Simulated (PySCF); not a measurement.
Question: What does the PBE0-D3(BJ)/def2-SVP structure of isopropenylcyclopropane (`C=C(C)C1CC1`) look like in three dimensions?

Answer: 
Z-matrix in Å and degrees, rows numbered from 1:
```
C 
C   1  1.3395
C   2  1.4998  1  121.61
C   2  1.4929  1  123.47  3  -179.92
C   4  1.5082  2  121.42  1   -34.80
C   5  1.4906  4   60.40  2   110.22
H   1  1.0926  2  121.01  3     0.00
H   1  1.0939  2  122.27  3   179.99
H   3  1.1031  2  110.74  1  -120.94
H   3  1.1031  2  110.75  1   121.13
H   3  1.0986  2  111.97  1     0.09
H   4  1.0942  2  113.73  1  -179.51
H   5  1.0932  4  117.99  6   108.85
H   5  1.0934  4  116.50  6  -109.11
H   6  1.0934  4  116.44  5   109.10
H   6  1.0932  4  118.02  5  -108.85
```

The C–C distances run from 1.340 Å (C1=C2, drawn double) to 1.509 Å (C4–C6, drawn single), a spread of 0.169 Å. Of the pairs four or more bonds apart, C1···H14 is among the closest relative to their van der Waals radii: 2.83 Å, 98 % of the sum of Bondi's values. The 3-membered ring C4–C5–C6 has internal angles of 59.2° to 60.4°.

Method used: PySCF, PBE0-D3(BJ)/def2-SVP geometry optimisation, gas phase.

Point group: Cs (tolerance 0.08 Å). No frequency check. One conformer, not necessarily the lowest (C1–C2–C4–C5 -35°).
